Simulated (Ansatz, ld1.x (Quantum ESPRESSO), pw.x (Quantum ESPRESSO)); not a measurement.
## Which Ca potential is closest to all-electron in the fcc crystal?

All use PBEsol, scalar-relativistic, no spin, cutoffs from each file’s atomic test, pw.x 7.5; 10³ k-points, Fermi–Dirac smearing 0.01 Ry. Δ is the rms difference from all-electron LAPW of the E(V) curves that follow from fits to the pressures, over ±6 % in volume. Mesh and smearing are coarse and serve the comparison alone. The files are a selection: those with a ghost or negative overlap were mostly not run, and those with noisy or unconverged pressures or nearly equal Δ are left out.

All-electron: a0 = 5.458 Å (V0 = 40.66 Å³/atom), B0 = 18.1 GPa.

**Question.** Rank them by Δ, smallest first.
A. norm-conserving RRKJ (Kleinman–Bylander form), ld1.x (Quantum ESPRESSO) 7.5, PBEsol; core [Ar], reference 3d0 4s2 4p0; waves: 4p (bound, empty): rc 4.15 bohr; 3d (bound, empty): rc 2.70 bohr; 4s (bound): rc 3.00 bohr; local part: the s channel; core correction: Bessel-smoothed model core, default radius (core density twice the valence density); rho0 0.001.
B. PAW, ld1.x (Quantum ESPRESSO) 7.5, PBEsol; core [Ne], reference 3s2 3p6 3d0 4s2 4p0; waves: 3s (bound): rcut 1.85, rcutus 1.95 bohr; 4s (bound): rcut 1.85, rcutus 1.95 bohr; 3p (bound): rcut 1.75, rcutus 1.90 bohr; 4p (bound, empty): rcut 1.75, rcutus 1.90 bohr; 3d (bound, empty): rcut 1.60, rcutus 2.20 bohr; 3d channel at 4.85 Ry: rcut 1.60, rcutus 2.20 bohr; local part: all-electron potential smoothed inside 1.45 bohr (lloc = -2); core correction: Bessel-smoothed model core, default radius (core density twice the valence density); augmentation: GAUSS, radius 1.55 bohr.
C. norm-conserving Troullier–Martins (Kleinman–Bylander form), ld1.x (Quantum ESPRESSO) 7.5, PBEsol; core [Ar], reference 3d0 4s1.5 4p0.5; waves: 4s (bound): rc 3.15 bohr; 3d (bound, empty): rc 3.20 bohr; 4p (bound): rc 3.75 bohr; local part: the p channel; core correction: Bessel-smoothed model core, default radius (core density twice the valence density).

**Answer.** B (0.3 meV/atom), A (1.6 meV/atom), C (6.0 meV/atom).
